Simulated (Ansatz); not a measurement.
# C3N: the cost of one run

Method: the levels named in each step, in Ansatz 0.2.0.

**1. The structure to begin with**

Bond lengths: C1–C2 1.205 Å, C2–C3 1.367 Å, C3–N4 1.146 Å. Angles: C1–C2–C3 180.0°, C2–C3–N4 180.0°.

Coordinates:

```xyz
4

C     0.0000    0.0000   -1.8734
C     0.0000    0.0000   -0.6685
C     0.0000    0.0000    0.6982
N     0.0000    0.0000    1.8437
```

**2. A rough first relaxation, PBE-D4/def2-SVP**

This run stands in another session on the same molecule. It ended at:

```xyz
4

C     0.0000    0.0000   -1.9051
C     0.0000    0.0000   -0.6746
C     0.0000    0.0000    0.7006
N     0.0000    0.0000    1.8791
```

**3. Relaxation, PBE0-D4/def2-TZVPP**

This run stands in another session on the same molecule. It ended at:

```xyz
4

C     0.0000    0.0000   -1.8763
C     0.0000    0.0000   -0.6717
C     0.0000    0.0000    0.6969
N     0.0000    0.0000    1.8511
```

**4. Frequencies, PBE0-D4/def2-TZVPP**

Contents of input.yaml:

```yaml
crystal:
  periodic: [false, false, false]
  atoms:
    - { symbol: C, position_ang: [0.0, 0.0, -1.8762856] }
    - { symbol: C, position_ang: [0.0, 0.0, -0.67173162] }
    - { symbol: C, position_ang: [0.0, 0.0, 0.69687363] }
    - { symbol: "N", position_ang: [0.0, 0.0, 1.85114358] }
magnetization:
  spin_polarized: true
  initial_magnetization: 1
basis:
  gaussian: { orbitals: def2-TZVPP }
hamiltonian:
  xc: pbe0
  dispersion: d4
phonons: {}
```

Started as:

```
$ ansatz run input.yaml --threads 2 --pin off --max-ram 5120MiB --backend cpu --events-out ev --progress --plain --runs-dir out
```

Q: Estimate wall time and peak memory on 2 threads of Intel Xeon at 2.50GHz (Skylake/Cascade Lake), shared host.

About 92 s, with a peak of 0.22 GiB.
